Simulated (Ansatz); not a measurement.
# BH (singlet): from Hartree-Fock to the top rungs at distance B1–H2 = 1.122 Å, cc-pVQZ

One table from this session's results is given with a row withheld; the runs are named, their logs left out.

Computed with Ansatz 0.2.0, Gaussian basis. Level: cc-pVQZ, core rule «outside noble gas», up to 1 orbitals frozen.

The runs, in order: UHF; CCSD(T) on RHF; CCSD(T) on UHF; BCCD(T) on RHF; CCSDT(Q) on RHF; CCSDT(Q) on UHF; CASSCF and NEVPT2, 4 electrons in 5 orbitals; Full CI.

14 further runs of the same task are left out: 9 that didn't finish, 5 set aside as unsound or not needed.

## The system

The geometry derives from a PBE0/def2-TZVP stationary point (not a proven minimum). One bond is set to the value named and the two fragments are kept rigid.

2 atoms, charge 0, spin multiplicity 1.

Atoms are counted from 1 here; the program's logs count them from 0.

Bond lengths: B1–H2 1.122 Å.

Set-up of the first run:

The input, in.yaml:

```yaml
crystal:
  periodic: [false, false, false]
  atoms:
    - {symbol: B, position_ang: [0.000000, 0.000000, 0.000000]}
    - {symbol: H, position_ang: [0.000000, 0.000000, 1.122000]}
basis:
  gaussian: {orbitals: cc-pVQZ}
magnetization: {spin_polarized: true, initial_magnetization: 0}
hamiltonian: {xc: hf}
output: {orbitals: {seedname: orbitals}}
```

Run with:

```console
$ ansatz run in.yaml --threads 1 --pin off --events-out ev --progress --plain --max-ram 2393MiB
```

Among the steps run: UHF; CCSD(T) on RHF; CCSD(T) on UHF; BCCD(T) on RHF; CCSDT(Q) on RHF; CCSDT(Q) on UHF; CASSCF and NEVPT2, 4 electrons in 5 orbitals; Full CI.

One of the session's tables, all rows but one given; the rest of the session is left out.

| method | from FCI (kcal/mol) |
| --- | --- |
| RHF | +64.87 |
| UHF | +60.23 |
| RMP2 | ? |
| UMP2 | +19.91 |
| RCCSD | +1.65 |
| UCCSD | +1.80 |
| RCCSD(T) | +0.31 |
| UCCSD(T) | +0.41 |
| BCCD(T) | +0.31 |
| RCCSDT | +0.05 |
| UCCSDT | +0.08 |
| RCCSDT(Q) | +0.01 |
| UCCSDT(Q) | +0.03 |
| CASSCF valence | +31.14 |
| NEVPT2 valence | +9.19 |
| FCI | 0 |

Q: Estimate the row for RMP2 from the others.

The run gave: from FCI (kcal/mol): +16.02. In the column «from FCI (kcal/mol)» it lies between NEVPT2 valence (+9.19) and UMP2 (+19.91).

Limits of these values: The determinant is far from a pure spin state, so its energy mixes those of several spin states (harmless only where they are near-degenerate, as at dissociation). Restricted and unrestricted rows rest on different reference determinants; where their highest levels disagree by more than a few hundredths of an eV, they describe different states and don't form one ladder.
